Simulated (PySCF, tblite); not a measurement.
**A complex of chlorine monofluoride and 2 × ammonia**

A gas-phase complex of chlorine monofluoride and 2 × ammonia; neutral, singlet. The structure comes from a short search (6 tight-binding starts) and was relaxed by PBE0-D3(BJ)/def2-SVPD; another way of binding may lie lower. No frequency run checks that it is a minimum.

```
part                   name  SMILES  atoms  charge  multiplicity
   1  chlorine monofluoride     FCl    1–2       0             1
   2                ammonia       N    3–6       0             1
   3                ammonia       N   7–10       0             1
```

```xyz
10

Cl    0.662    0.246   -0.731
F    -0.097    1.750   -0.170
N     1.554   -1.594   -1.345
H     1.114   -1.928   -2.196
H     2.550   -1.468   -1.493
H     1.365   -2.223   -0.546
N     0.660   -2.668    1.204
H     0.225   -1.752    1.302
H    -0.069   -3.364    1.337
H     1.314   -2.770    1.976
```
Atom numbers follow the order of the file, from 1.

```json
{"contact": "Cl1···N3", "kind (by geometry)": "short halogen bond", "distance (Å)": "2.135", "angle (°)": "178"}
{"contact": "H6···N7", "kind (by geometry)": "hydrogen bond", "distance (Å)": "1.939", "angle (°)": "155"}
```

Deforming the relaxed parts to their shape here costs 7.0 kcal/mol, which the interaction energies leave out.

Interaction energies are complex less parts, with the parts frozen as they stand in it; counterpoise-corrected, in kcal/mol (PySCF).

Task: Give the interaction energy at each level run.

Result: 
| level | interaction | superposition error removed |
| --- | --- | --- |
| wB97M-D3(BJ)/def2-TZVPD | -24.06 | -0.64 |
| PBE0-D3(BJ)/def2-TZVPD | -30.38 | -0.62 |

Task: What holds them together? Decompose the wB97M-D3(BJ)/def2-TZVPD energy: frozen parts, their antisymmetrised product, then relaxation.

Result: electrostatic -65.9, Pauli repulsion +99.6, orbital relaxation -55.5, dispersion correction -2.8 kcal/mol, which sum to the value before the counterpoise correction; the Pauli term holds the exchange-correlation of the frozen density too. Of the attraction, 53 % is electrostatic, 45 % is orbital relaxation, 2 % is dispersion correction.

The parts were also relaxed and run alone, at the levels used for the complex: shieldings by PBE0/pcSseg-2.

Task: How do these values change when the complex forms?

Result: 
| property | alone | in the complex | change |
| --- | --- | --- | --- |
| F2–Cl1 bond (Å) | 1.645 | 1.776 | +0.130 |
| shielding of Cl1 (ppm) | -591.8 | 114.4 | +706.2 |
| shielding of N3 (ppm) | 262.5 | 212.2 | -50.3 |
| shielding of H6 (ppm) | 31.49 | 23.75 | -7.73 |
| shielding of N7 (ppm) | 262.5 | 252.3 | -10.2 |
